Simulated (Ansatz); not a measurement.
Li2MnSnS4 (Pna2₁, No. 33; cell taken from a computed entry), treated with r²SCAN+SOC (plane waves, PAW; Ansatz, an electronic-structure program).

Numerical settings: plane-wave cutoff 560 eV, 2×4×4 k mesh (along the axes of the cell as run), Fermi–Dirac smearing 0.01 eV, spin-polarised start, PAW data made under PBE.

Cell (relaxed with PBEsol):

```cif
data_Li8Mn4S16Sn4
_chemical_formula_sum 'Li8 Mn4 Sn4 S16'
_space_group_name_H-M_alt 'Pna21'
_space_group_IT_number 33
_space_group_name_Hall 'P 2c -2n'
_cell_length_a 13.54533
_cell_length_b 7.93141
_cell_length_c 6.38548
_cell_angle_alpha 90.000
_cell_angle_beta 90.000
_cell_angle_gamma 90.000
loop_
_atom_site_label
_atom_site_type_symbol
_atom_site_symmetry_multiplicity
_atom_site_Wyckoff_symbol
_atom_site_fract_x
_atom_site_fract_y
_atom_site_fract_z
_atom_site_occupancy
Li1 Li 4 a 0.16475 0.49716 0.13759 1
Li2 Li 4 a 0.41969 0.24672 0.14044 1
Mn1 Mn 4 a 0.16609 0.99249 0.13638 1
Sn1 Sn 4 a 0.08563 0.24201 0.63634 1
S1 S 4 a 0.08236 0.74936 0.25915 1
S2 S 4 a 0.08966 0.24043 0.25812 1
S3 S 4 a 0.33187 0.49444 0.26612 1
S4 S 4 a 0.16852 0.49291 0.75786 1
```

Task: Predict the band gap.

Result: 
- band gap: 1.59 eV (on the SCF k mesh)

Note: the magnetic order was assumed, not searched for or taken from measurement; cell and atoms aren't relaxed at this level (largest force component 0.34 eV/Å, pressure 1.4 GPa).

The computed numbers hold no vibrational or temperature effects.
